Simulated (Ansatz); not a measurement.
# SbH4⁻, triplet: reading a ladder of total energies

Geometry: displaced at random from a stationary point.

| atom | x (Å) | y (Å) | z (Å) |
| --- | --- | --- | --- |
| Sb | 0.0009 | 0.0000 | 0.0013 |
| H | 0.3560 | 1.2777 | 1.2971 |
| H | -0.4870 | -1.2345 | 1.2087 |
| H | -0.4014 | 1.2607 | -1.3452 |
| H | 0.4285 | -1.3002 | -1.3196 |

Basis def2-SVPD with its core potentials; Ansatz 0.2.0. Correlated methods freeze the noble-gas cores and the filled d shells of p-block atoms, which leaves 10 electrons in 55 orbitals. R marks a restricted (for open shells ROHF) determinant, U an unrestricted one. No spin–orbit coupling is included; scalar relativity enters through the core potentials alone.

Full CI isn't at hand for all of this; UCCSDT(Q) serves as the reference, and is uncertain by about the last step of the cluster series.

Runs differ by some tens of microhartree through their thresholds and, for an open shell, their frozen cores, so steps under 0.03 kcal/mol mean nothing.

| level | total energy (hartree) |
| --- | --- |
| UHF | -241.412701 |
| UMP2 | -241.552265 |
| UCCSD | -241.588424 |
| UCCSD(T) | -241.594057 |
| UCCSDT | -241.595360 |
| UCCSDT(Q) | -241.595598 |

Task: What is the correlation energy at UCCSDT(Q), and what share of it do UMP2 and UCCSD(T) recover?

Result: E(corr) = -241.595598 − (-241.412701) = -0.182897 hartree = -4.977 eV. UMP2: -0.139564 / -0.182897 = 76.31 %. UCCSD(T): -0.181356 / -0.182897 = 99.16 %.

Task: By how many kcal/mol does UCCSD(T) miss UCCSDT(Q) (1 hartree = 627.509 kcal/mol), and which steps make up the rest?

Result: -241.594057 − (-241.595598) = 0.001541 hartree = 0.97 kcal/mol. Steps: UCCSDT − UCCSD(T) = -0.82, UCCSDT(Q) − UCCSDT = -0.15 kcal/mol. Differences between like states or geometries often cancel part of this.
